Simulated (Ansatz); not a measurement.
PdS2 (Pbca, No. 61)

Calculation: PBEsol in Ansatz (plane waves, PAW).

Numerical settings: plane-wave cutoff 520 eV, 6×6×4 k mesh (along the axes of the cell as run), Fermi–Dirac smearing 0.01 eV, scalar-relativistic PAW data made under PBE.

Cell (relaxed at this level):

Space group Pbca (No. 61); a = 5.450 Å, b = 5.530 Å, c = 7.513 Å, α = 90.00°, β = 90.00°, γ = 90.00°

| atom | site | symmetry | x | y | z |
|---|---|---|---|---|---|
| Pd | 4a | -1 | 0.0000 | 0.0000 | 0.0000 |
| S | 8c | 1 | 0.1063 | 0.1117 | 0.4176 |

```
Property                        Value
--------  ---------------------------
band gap  0.07 eV (on the SCF k mesh)
Γ–Γ gap                       1.11 eV
```

Measured, for comparison: band gap 0.7 eV (temperature not stated, no zero-point or thermal correction, indirect, bulk, cited; as tabulated in Two-dimensional noble-metal chalcogenides and phosphochalcogenides, Angew. …).

Spin–orbit coupling is not included; it can close the smallest gap of 0.07 eV.

The computed numbers hold no vibrational or temperature effects.

The result took very roughly 14 core-minutes.

Ansatz is a quantum-chemistry and plane-wave program.
